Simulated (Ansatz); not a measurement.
This geometry of CH4AlF + H2 (9 atoms, charge 0, multiplicity 1) is a first-order saddle point.

Method: Ansatz 0.2.0, RKS LDA/6-31G*.

```xyz
9
Properties=species:S:1:pos:R:3
Al -0.068 -0.282 0.133
C -0.022 -0.089 2.204
H -1.031 -0.045 2.649
H 0.672 -0.579 2.909
H 0.355 0.955 2.122
F 1.388 0.104 -0.550
H -1.460 0.156 -0.481
H -0.111 -2.003 0.530
H -0.039 -1.361 1.404
```

**Question.** Which two structures does it join? (They come from a converged band through this point; their orientation in space is the band's.)

**Answer.** Bonds broken: Al1–C2, H8–H9. Bonds formed: Al1–H8, C2–H9. CH4AlF + H2 becomes AlFH2 + CH4.

Initial state:

```xyz
9
Properties=species:S:1:pos:R:3
Al 0.006 -0.005 0.354
C 0.061 0.254 2.274
H -0.869 -0.103 2.755
H 0.917 -0.256 2.750
H 0.156 1.331 2.514
F 1.436 -0.065 -0.487
H -1.313 0.024 -0.553
H -0.521 -2.190 0.308
H -0.188 -2.134 1.007
```

Final state:

```xyz
9
Properties=species:S:1:pos:R:3
Al -0.112 -0.545 -0.159
C -0.015 -0.205 2.372
H -0.904 0.400 2.600
H 0.561 -0.421 3.287
H 0.666 0.358 1.699
F 1.211 0.440 -0.400
H -1.550 0.146 -0.237
H 0.150 -2.122 -0.215
H -0.323 -1.197 1.975
```

**Question.** How far does it lie above each of them?

**Answer.** 87.2 kJ/mol above the first and 125.5 kJ/mol above the second. This is the barrier of this one path; another mechanism may lie lower. The orbitals stay closed-shell, which can raise the energy where a bond breaks towards radicals; this wasn't checked here.

Time of the run: 42 s on 1 thread of Intel(R) Xeon(R) 6975P-C (Granite Rapids) (shared host), peak memory 0.13 GiB.
